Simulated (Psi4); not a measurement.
# HS− (SMILES [SH-]): levels of theory compared

Aim: a comparison of 6 runs (HF/STO-3G, HF/def2-SVP, TPSSh/3-21G, TPSSh/def2-SVP, AQCC/cc-pVDZ-F12) of HS−. 

Program for the calculation: Psi4 1.11.

11 further runs of the same task are left out: 5 that didn't finish, 6 set aside as unsound or not needed.

## (1) Starting point

HS−: 2 atoms, total charge -1, spin state singlet. SMILES: `[SH-]`. Geometry: relaxed at PBE0-D4/def2-TZVPD.

Bond lengths: S1–H2 1.346 Å.

## (2) Energy and gradient at HF/STO-3G (run 1)

Contents of input.json:

```json
{
  "schema_name": "qcschema_input",
  "schema_version": 1,
  "molecule": {
    "schema_name": "qcschema_molecule",
    "schema_version": 2,
    "symbols": ["S", "H"],
    "geometry": [1.0860256, -0.35507954, 0.55841407, -1.0860256, 0.35507954, -0.55841407],
    "molecular_charge": -1,
    "molecular_multiplicity": 1,
    "fix_symmetry": "c1"
  },
  "driver": "gradient",
  "model": {
    "method": "scf",
    "basis": "STO-3G"
  },
  "keywords": {
    "reference": "rhf",
    "puream": true,
    "e_convergence": 1e-09,
    "d_convergence": 1e-08,
    "scf_type": "pk",
    "scf_properties": ["MULLIKEN_CHARGES", "LOWDIN_CHARGES", "QUADRUPOLE"]
  }
}
```

The run is started by

```
$ psi4 --qcschema input.json -n 1 --memory 1600MB
```

stdout:

```text
[...]
  Running in c1 symmetry.
[...]
  Nuclear repulsion =    6.290522560549969
[...]
  Multiplicity = 1
[...]
  Nalpha       = 9
  Nbeta        = 9
[...]
    Number of basis functions: 10
[...]
   @RHF iter   1:  -393.45013649494194   -4.10755e-01   2.26108e-02 DIIS/ADIIS
[...]
   @RHF iter   6:  -393.50578156579866   -3.06954e-12   3.48593e-09 DIIS
[...]
  @RHF Final Energy:  -393.50578156579866
   => Energetics <=
    Nuclear Repulsion Energy =              6.2905225605499693
    One-Electron Energy =                -569.7300492635401952
    Two-Electron Energy =                 169.9337451371915222
    Total Energy =                       -393.5057815657986566
[...]
 Multipole Moments:
 ------------------------------------------------------------------------------------
     Multipole            Electronic (a.u.)      Nuclear  (a.u.)        Total (a.u.)
 ------------------------------------------------------------------------------------
 L = 1.  Multiply by 2.5417464519 to convert [e a0] to [Debye]
 Dipole X            :          0.0000000            0.0000000            0.0000000
 Dipole Y            :         -0.0000000            0.0000000           -0.0000000
 Dipole Z            :          1.3161326           -1.2221584            0.0939742
 Magnitude           :                                                    0.0939742
 L = 2.  Multiply by 1.3450342976 to convert [e a0^2] to [Debye ang]
 Quadrupole XX       :         -9.8607170            0.0000000           -9.8607170
 Quadrupole XY       :          0.0000000            0.0000000            0.0000000
[...]
  Mulliken Charges: (a.u.)
   Center  Symbol    Alpha    Beta     Spin     Total
       1     S     8.37033  8.37033  0.00000 -0.74065
       2     H     0.62967  0.62967  0.00000 -0.25935
   Total alpha =  9.00000, Total beta =  9.00000, Total charge = -1.00000
  Lowdin Charges: (a.u.)
   Center  Symbol    Alpha    Beta     Spin     Total
       1     S     8.37852  8.37852  0.00000 -0.75704
       2     H     0.62148  0.62148  0.00000 -0.24296
  Total alpha =  9.00000, Total beta =  9.00000, Total charge = -1.00000
[...]
  -Total Gradient:
     Atom            X                  Y                   Z
    ------   -----------------  -----------------  -----------------
       1        0.000000000000     0.000000000000     0.000184464000
       2       -0.000000000000    -0.000000000000    -0.000184464000
[...]
```

The result, in JSON:

```text
{
 "driver": "gradient",
 "model": {
  "method": "scf",
  "basis": "STO-3G"
 },
 "success": true,
 "return_result": [2.5139626256626513e-15, 9.362663959858513e-16, 0.00018446399976965178, -2.5139626256627282e-15, -9.362663959859568e-16, -0.00018446399958993442],
 "properties": {
  "calcinfo_nbasis": 10,
  "calcinfo_nmo": 10,
  "calcinfo_nalpha": 9,
  "calcinfo_nbeta": 9,
  "calcinfo_natom": 2,
  "nuclear_repulsion_energy": 6.290522560549969,
  "return_energy": -393.50578156579866,
  "return_gradient": [2.5139626256626513e-15, 9.362663959858513e-16, 0.00018446399976965178, -2.5139626256627282e-15, -9.362663959859568e-16, -0.00018446399958993442],
  "scf_one_electron_energy": -569.7300492635402,
  "scf_two_electron_energy": 169.93374513719152,
  "scf_dipole_moment": [4.655192355122101e-15, -5.6716134845176e-16, 0.0939741970572483],
  "scf_total_energy": -393.50578156579866,
  "scf_total_gradient": [2.5139626256626513e-15, 9.362663959858513e-16, 0.00018446399976965178, -2.5139626256627282e-15, -9.362663959859568e-16, -0.00018446399958993442],
  "scf_iterations": 6
 }
}
```

Run time: 2.8 s. Hardware: 1 thread of AMD EPYC 7R43 (Zen 3), shared host; peak memory 0.18 GiB.

## (3) Energy and gradient at HF/def2-SVP (run 2)

Contents of job.inp:

```
memory 1.6 GB

molecule molecule1 {
  -1 1
  S
  H 1 r2

  r2 = 1.345967
  symmetry c1
}

set globals {
  basis         def2-SVP
  reference     rhf
  puream        true
  e_convergence 1e-09
  d_convergence 1e-08
  scf_type      pk
}

energy_value, wavefunction = gradient('hf', return_wfn=True)
oeprop(wavefunction, 'MAYER_INDICES', 'QUADRUPOLE', 'WIBERG_LOWDIN_INDICES')
```

The run is started by

```
$ psi4 -n 1 job.inp job.out
```

job.out:

```text
[...]
  Running in c1 symmetry.
[...]
  Nuclear repulsion =    6.290522257024134
[...]
  Multiplicity = 1
[...]
  Nalpha       = 9
  Nbeta        = 9
[...]
    Number of basis functions: 23
[...]
   @RHF iter   1:  -397.90546983890567   -3.84350e-01   1.31897e-02 ADIIS/DIIS
[...]
   @RHF iter   9:  -397.96872557776470   -9.09495e-13   5.05670e-09 DIIS
[...]
    Orbital Energies [Eh]
    ---------------------
    Doubly Occupied:
       1A    -91.554505     2A     -8.586470     3A     -6.276195
       4A     -6.272616     5A     -6.272616     6A     -0.586541
       7A     -0.202110     8A     -0.045179     9A     -0.045179
[...]
  @RHF Final Energy:  -397.96872557776470
   => Energetics <=
    Nuclear Repulsion Energy =              6.2905222570241337
    One-Electron Energy =                -568.8356750902711383
    Two-Electron Energy =                 164.5764272554823151
    Total Energy =                       -397.9687255777647010
[...]
  -Total Gradient:
     Atom            X                  Y                   Z
    ------   -----------------  -----------------  -----------------
       1        0.000000000000     0.000000000000     0.001968917672
       2       -0.000000000000    -0.000000000000    -0.001968917672
[...]
 Multipole Moments:
 ------------------------------------------------------------------------------------
     Multipole            Electronic (a.u.)      Nuclear  (a.u.)        Total (a.u.)
 ------------------------------------------------------------------------------------
 L = 1.  Multiply by 2.5417464519 to convert [e a0] to [Debye]
 Dipole X            :          0.0000000            0.0000000            0.0000000
 Dipole Y            :          0.0000000            0.0000000            0.0000000
 Dipole Z            :         -1.0583319            1.2221584            0.1638265
 Magnitude           :                                                    0.1638265
 L = 2.  Multiply by 1.3450342976 to convert [e a0^2] to [Debye ang]
 Quadrupole XX       :        -13.3138344            0.0000000          -13.3138344
 Quadrupole XY       :         -0.0000000            0.0000000           -0.0000000
[...]
```

Wall time 2.8 s (1 thread of AMD EPYC 7R43 (Zen 3), shared host); peak memory 0.19 GiB.

Runs 3 to 5 aren't shown in full; the table further down has their settings and results.

## (4) A single-point energy at AQCC/cc-pVDZ-F12 (density fitting) (run 6)

Contents of job.in:

```
memory 1600 MB

molecule system {
  -1 1
  S
  H 1 R2

  R2 = 1.345967
  no_reorient
  no_com
}

set {
  basis       cc-pVDZ-F12
  freeze_core true
}

energy("aqcc")
print_variables()
```

The run is started by

```
$ psi4 -n 1 job.in job.out
```

job.out:

```text
[...]
  Running in c2v symmetry.
[...]
  Nuclear repulsion =    6.290522257024134
[...]
  Multiplicity = 1
[...]
  Nalpha       = 9
  Nbeta        = 9
[...]
    Number of basis functions: 48
[...]
   @RHF iter   1:  -398.06026402586485   -4.09631e-01   1.30581e-02 DIIS/ADIIS
[...]
   @RHF iter  11:  -398.14494003333016   -1.13687e-13   9.84886e-10 DIIS
[...]
    Orbital Energies [Eh]
    ---------------------
    Doubly Occupied:
       1A1   -91.664534     2A1    -8.665447     3A1    -6.347593
       1B2    -6.345179     1B1    -6.345179     4A1    -0.644923
       5A1    -0.254867     2B1    -0.094564     2B2    -0.094564
[...]
  @RHF Final Energy:  -398.14494003333016
   => Energetics <=
    Nuclear Repulsion Energy =              6.2905222570241337
    One-Electron Energy =                -567.9572220564568852
    Two-Electron Energy =                 163.5217597661026616
    Total Energy =                       -398.1449400333301014
[...]
 Multipole Moments:
 ------------------------------------------------------------------------------------
     Multipole            Electronic (a.u.)      Nuclear  (a.u.)        Total (a.u.)
 ------------------------------------------------------------------------------------
 L = 1.  Multiply by 2.5417464519 to convert [e a0] to [Debye]
 Dipole X            :          0.0000000            0.0000000            0.0000000
 Dipole Y            :          0.0000000            0.0000000            0.0000000
 Dipole Z            :         -1.0013475            1.2221584            0.2208110
 Magnitude           :                                                    0.2208110
[...]
      * SCS-MP2 total energy:                 -398.311966081483
[...]
      * MP2 total energy:                     -398.313485804055
[...]
```

Run time: 5.4 s. Hardware: 1 thread of AMD EPYC 7R43 (Zen 3), shared host; peak memory 0.38 GiB.

## (5) All runs side by side

```
run                                     level         integration grid      task  energy (Eh)  HOMO energy (eV)  LUMO energy (eV)  HOMO–LUMO gap (eV)  wall time
  1                                 HF/STO-3G                        –  gradient  -393.505782              5.16             25.47               20.31      2.8 s
  2                               HF/def2-SVP                        –  gradient  -397.968726             -1.23             12.04               13.27      2.8 s
  3                               TPSSh/3-21G  99 radial × 590 angular  gradient  -396.844390              1.87              8.81                6.94      7.2 s
  4                            TPSSh/def2-SVP  99 radial × 590 angular  gradient  -398.680619              2.41              8.35                5.94      8.4 s
  5  AQCC/cc-pVDZ-F12 (DKH3, density fitting)                        –    energy  -399.258482             -2.56              6.53                9.10      5.7 s
  6        AQCC/cc-pVDZ-F12 (density fitting)                        –    energy  -398.328973             -2.57              6.53                9.11      5.4 s
```

## (6) Summary of results

| quantity | value |
| --- | --- |
| run 6: total energy | -398.32897 Eh |
| run 6: HOMO energy (Hartree–Fock orbitals) | -2.57 eV |
| run 6: LUMO energy (Hartree–Fock orbitals) | 6.53 eV |
| run 6: HOMO–LUMO gap (to an unbound level, set by the basis) | 9.11 eV |
| run 6: correlation energy (5 core orbitals frozen) | -184.0 mEh |

**Reading.** Over runs 1, 2, 3, 4 the HOMO–LUMO gap runs from 5.94 eV (TPSSh/def2-SVP) to 20.31 eV (HF/STO-3G). The two ends differ in method and basis. The empty levels of an anion lie above zero and hang on the basis. Some runs of one species differ in core potentials or relativity; totals across that change don't compare. In runs 1, 3, 4 the HOMO lies above zero, so the outermost electron may be held by the basis alone. In run 1 the basis is minimal, so the values are rough. All runs together took 32 s, the longest 8.4 s.
